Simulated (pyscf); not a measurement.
Structures and frequencies: ωB97X-D3(BJ)/def2-SVP in PySCF.

**Question.** Estimate by transition-state theory the rate constant of HO–SiH•–F (SMILES O[SiH]F) + H₂O (SMILES O) -> HO–SiH•–OH (SMILES O[SiH]O) + HF (SMILES F) (doublet surface; F–Si, H–O broken, O–Si, F–H formed) at 1200 K, with ωB97M-D3(BJ)/def2-TZVP energies (ideal gas, 1 atm, RRHO with modes under 100 cm⁻¹ raised to 100, one conformer, R ln 2 for chiral ones without a mode under 150 cm⁻¹; no tunnelling).

**Answer.** The electronic barrier is 24.8 kcal/mol and the thermal terms add +45.5, so ΔG‡ = 70.2 kcal/mol. With k_BT/h = 2.50e+13 s⁻¹ and RT = 2.385 kcal/mol, and a volume of 1.64e-19 cm³ per molecule at 1 atm, k = 6.6e-19 cm³ molecule⁻¹ s⁻¹. Wigner's tunnelling factor for 690i cm⁻¹ would be 1.03. A shift of 1 kcal/mol in the barrier changes k by a factor 1.5. On the reactant side the descent ends in a bound adduct, 8.2 kcal/mol under the separated species and 33.4 kcal/mol under the saddle at ωB97X-D3(BJ)/def2-TZVP. On the product side the descent ends in a bound adduct, 10.3 kcal/mol under the separated species and 25.7 kcal/mol under the saddle at ωB97X-D3(BJ)/def2-TZVP. This is the saddle that the search found; another between the same sides may lie lower.
